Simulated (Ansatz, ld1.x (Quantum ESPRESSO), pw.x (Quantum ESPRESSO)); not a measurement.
**pw.x on fcc Pb: one setting changed**

Potential: norm-conserving Troullier–Martins (Kleinman–Bylander form), ld1.x (Quantum ESPRESSO) 7.5, PBE; core [Xe] 4f14, reference 5d10 6s2 6p2; waves: 6p (bound): rc 1.90 bohr; 5d (bound): rc 1.95 bohr; 6s (bound): rc 2.10 bohr; local part: the s channel; core correction: none.

The reference run (k-mesh 11³, cutoffs 110/440 Ry, Fermi–Dirac 0.01 Ry, mixing_beta 0.4, conv_thr 1e-9, no spin) gives 0.30 GPa at 32.023 Å³/atom, where all-electron LAPW gives -0.05 GPa. This run, with its own iteration cap, changes k-mesh shift to 1.

```
&control
  calculation='scf', prefix='x', pseudo_dir='./', outdir='./tmp', tstress=.true., disk_io='none'
/
&system
  ibrav=0, nat=1, ntyp=1, ecutwfc=110, ecutrho=440, nbnd=15,
  occupations='smearing', smearing='fd', degauss=0.01
/
&electrons
  conv_thr=1e-09, mixing_beta=0.4, electron_maxstep=60
/
ATOMIC_SPECIES
Pb 1.0 Pb.UPF
CELL_PARAMETERS angstrom
  0.00000000 2.52044567 2.52044567
  2.52044567 0.00000000 2.52044567
  2.52044567 2.52044567 0.00000000
ATOMIC_POSITIONS crystal
Pb 0.0000 0.0000 0.0000
K_POINTS automatic
11 11 11 1 1 1
```

```bash
pw.x < Pb.scf.in > Pb.scf.out
```

Q: How does the run end?

A: It converges in 7 iterations; the free energy moves by -1.2 meV/atom and the pressure by +0.08 GPa.

```
Message from routine setup:
     using ibrav=0 with symmetry is DISCOURAGED, use correct ibrav instead
     lattice parameter (alat)  =       6.7358  a.u.
     unit-cell volume          =     216.1019 (a.u.)^3
     number of electrons       =        14.00
     number of Kohn-Sham states=           15
     kinetic-energy cutoff     =     110.0000  Ry
     charge density cutoff     =     440.0000  Ry
     scf convergence threshold =      1.0E-09
     Exchange-correlation= PBE
     number of k points=   146  Fermi-Dirac smearing, width (Ry)=  0.0100
     iteration #  1     ecut=   110.00 Ry     beta= 0.40
     c_bands:  1 eigenvalues not converged
     c_bands:  1 eigenvalues not converged
     total energy              =    -119.81994762 Ry
     estimated scf accuracy    <       0.00231105 Ry
     iteration #  2     ecut=   110.00 Ry     beta= 0.40
     total energy              =    -119.82002224 Ry
     estimated scf accuracy    <       0.00036528 Ry
     iteration #  3     ecut=   110.00 Ry     beta= 0.40
     total energy              =    -119.82007652 Ry
     estimated scf accuracy    <       0.00002908 Ry
     iteration #  4     ecut=   110.00 Ry     beta= 0.40
     total energy              =    -119.82007811 Ry
     estimated scf accuracy    <       0.00000013 Ry
     iteration #  5     ecut=   110.00 Ry     beta= 0.40
     total energy              =    -119.82007839 Ry
     estimated scf accuracy    <       0.00000003 Ry
     iteration #  6     ecut=   110.00 Ry     beta= 0.40
     total energy              =    -119.82007839 Ry
     estimated scf accuracy    <          5.2E-09 Ry
     iteration #  7     ecut=   110.00 Ry     beta= 0.40
     the Fermi energy is    10.5507 ev
!    total energy              =    -119.82007840 Ry
     estimated scf accuracy    <          5.8E-10 Ry
     smearing contrib. (-TS)   =      -0.00232677 Ry
     The total energy is F=E-TS. E is the sum of the following terms:
     one-electron contribution =     -37.52145078 Ry
     hartree contribution      =      26.79869824 Ry
     xc contribution           =     -14.75928446 Ry
     ewald contribution        =     -94.33571461 Ry
     convergence has been achieved in   7 iterations
          total   stress  (Ry/bohr**3)                   (kbar)     P=        3.87
     Message from routine punch:
     Nothing written, as per user request (disk_io='none')
```

The run took about 2 min on one core of a shared host (Neoverse-V1, 32 threads, 247 GiB, load 14).
